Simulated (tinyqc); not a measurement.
Worked calculation: Pariser-Parr-Pople SCF with singles CI, for the molecule Oc1cc[nH]c1 (SMILES; centres numbered as the heavy atoms are written). One step of it, computed by the program tinyqc.

Problem. Singles CI, singlets. Over the 4 single excitations with the smallest orbital gaps: A = (e_a - e_i) delta + 2 (ia|jb) - (ij|ab), with (pq|rs) = sum c_mp c_mq gamma_mn c_nr c_ns. f = 2/3 w |mu|^2 in atomic units, mu = sqrt2 sum c_ia sum_m c_mi c_ma R_m.

orbital energies (eV): -16.223741  -13.088033  -11.928119  -9.026867  0.781233  1.367669

coefficients:
```
         MO1        MO2        MO3        MO4        MO5        MO6
1O  0.212928  -0.514057  -0.270321   0.710513  -0.087048  -0.323924
2C  0.459686  -0.494504  -0.164834  -0.237952   0.171069   0.656581
3C  0.347871   0.034690  -0.489304  -0.502665   0.221581  -0.580167
4C  0.432073   0.583773  -0.370062   0.204194  -0.483918   0.244346
5N  0.406971   0.359275   0.295686   0.335930   0.710636  -0.003518
6C  0.519638  -0.141908   0.660274  -0.177014  -0.418186  -0.260122
```

repulsion gamma_rs (eV):
```
           1O         2C         3C         4C         5N         6C
1O  22.950000   8.756978   5.454510   3.867179   3.896286   5.454510
2C   8.756978  10.440000   7.325980   5.430111   5.742851   7.325980
3C   5.454510   7.325980  10.440000   7.327847   5.742060   5.428166
4C   3.867179   5.430111   7.327847  10.440000   8.155651   5.429441
5N   3.896286   5.742851   5.742060   8.155651  16.330000   8.156894
6C   5.454510   7.325980   5.428166   5.429441   8.156894  10.440000
```

Centres (angstrom, eV; a flat drawing with bonds scaled to 1.40 angstrom):
```
centre          x          y  core charge z          W   gamma_rr
1O       2.159000   0.000000              2  32.250000  22.950000
2C       0.759000   0.000000              1  12.400000  10.440000
3C      -0.064000   1.133000              1  12.400000  10.440000
4C      -1.395000   0.700000              1  12.400000  10.440000
5N      -1.395000  -0.700000              2  22.580000  16.330000
6C      -0.064000  -1.133000              1  12.400000  10.440000
```

Give: singlet CI matrix; singlet excitation energies; oscillator strengths.

Solution.

singlet CI matrix (eV):
```
         4>5      4>6      3>5      3>6
4>5   5.3750   0.0558   0.0811  -0.5547
4>6   0.0558   5.6394   0.6601  -0.0948
3>5   0.0811   0.6601   6.9649  -0.0661
3>6  -0.5547  -0.0948  -0.0661   7.4805
```

singlet excitation energies (eV): 5.2351  5.3651  7.2066  7.6530

oscillator strengths: 0.1652  0.2542  0.6797  0.6123
